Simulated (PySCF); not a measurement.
Predicted microwave data (PBE0/def2-SVPD in PySCF (dipole) on a GFN2-xTB geometry, gas phase) for one isomer of C3H7P:

```
Rotational constants : A = 9763, B = 6266, C = 4346 MHz
Dipole components    : |μa| = 1.35 D, |μb| = 0.00 D, |μc| = 0.28 D
Inertial defect      : -16.12 u·Å²
κ                    : -0.29
```

Problem. Which structure is it? (One computed conformer of each.)
A. `C1CPC1`
B. `[CH3:1]/[CH:2]=[CH:3]\[PH2:4]` with C2–C3–P4–H -46° and 46°

Solution. A. It is C1CPC1, an asymmetric top, point group Cs. The candidates at the same level (rigid rotor, commonest isotopes):

```
 SMILES  A (MHz)  B (MHz)  C (MHz)  μa (D)  μb (D)  μc (D)  Δ (u·Å²)  point group           rotor
C/C=C\P    13058     3380     2791    1.68    0.24    0.00     -7.15           Cs  asymmetric top
 C1CPC1     9763     6266     4346    1.35    0.00    0.28    -16.12           Cs  asymmetric top
```

`C/C=C\P` has B 46 % too low. In the right answer the mirror of this Cs structure is the ac plane, so μb vanishes by symmetry. No structure here is proved a minimum.
